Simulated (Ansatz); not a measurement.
System: rock-salt GdN. Method: PBEsol-D3(BJ) (Ansatz, an electronic-structure program, plane waves, PAW).

The input as run:

Ansatz 0.2 input:
```yaml
crystal:
  lattice:
    - [0.0, 2.4865269132, 2.4865269132]
    - [2.4865269132, 0.0, 2.4865269132]
    - [2.4865269132, 2.4865269132, 0.0]
  atoms:
    - { symbol: Gd, position: [0.0, 0.0, 0.0], spin: 7.0 }
    - { symbol: N, position: [0.5, 0.5, 0.5], spin: 0.0 }
basis:
  ecutwfc: 520
  ecutrho_ratio: 4
  xc_grid: 2
kpoints:
  mp_grid: { grid: [12, 12, 12] }
hamiltonian:
  xc: pbesol
  dispersion: d3bj
  pseudopotentials: { kind: paw }
scf:
  occupations: { method: fermi_dirac, width: 0.01 }
  convergence: { dr2_threshold: 0.0000000002 }
output:
  forces: true
  stress: true
  eigenvalues: true
magnetization:
  spin_polarized: true
```

Excerpt of the program's output:

```
Crystal: 2 atoms, lattice volume = 30.747 Å³
Basis set: ecut = 520 eV, 869 PW (Γ), exchange–correlation on 54×54×54 points (8 copies of the dense FFT grid, shifted against one another)
Bands: 19, of which v1, the nominal top of the filled ones, is band 12 counted from 1 (11 counted from 0)
Symmetry: 48 space group operations
Space group: Fm-3m (ITA 225), of the structure as read, at distance tolerance 3.1e-5 Å
k-points: 72 of 1728
Initial density: superposition of atomic densities (chi_scale 0.1, normalization cell, long waves kept (reshape's long-wave potential 0.00 eV rms))
Functional: x = pbesol(κ = 0.804, μ = 0.12345679012345678), c = pbesol(β = 0.046)
spin=Collinear: Kerker preconditioning applied to the charge; magnetization (m = ρ↑ − ρ↓) channel mixes plain (no charge-response kernel on spin).
SCF 1 converged in 13 iterations: F = -9610.642515 eV  dr2 = 4.99e-11
SCF converged after 13 iterations
Magnetization: 7.0000 μB (15.0000 up, 8.0000 down)
Free energy (F): -9610.642515 eV
Internal energy: -9610.642500 eV  (E = F + TS)
E sigma→0 (E₀):  -9610.642507 eV
Fermi energy:    14.521004 eV
--- Forces (eV/Å), atoms counted from 1 ---
  atom   1  Gd    -0.00000000    -0.00000000     0.00000000
  atom   2  N      0.00000000    -0.00000000     0.00000000
--- Stress (GPa, compression-positive) ---
       -8.784024       0.000000      -0.000000
       -0.000000      -8.784024      -0.000000
       -0.000000      -0.000000      -8.784024
  P = ⅓ Tr σ = -8.7840 GPa (-87.840 kbar)
```

The cell is one volume of an energy–volume scan, off the minimum.

The PAW data were made under PBE.

Note: the 4f shell is treated without U or exact exchange, so its levels and filling can be wrong.

It cost around 11 core-seconds (rough) of CPU time.
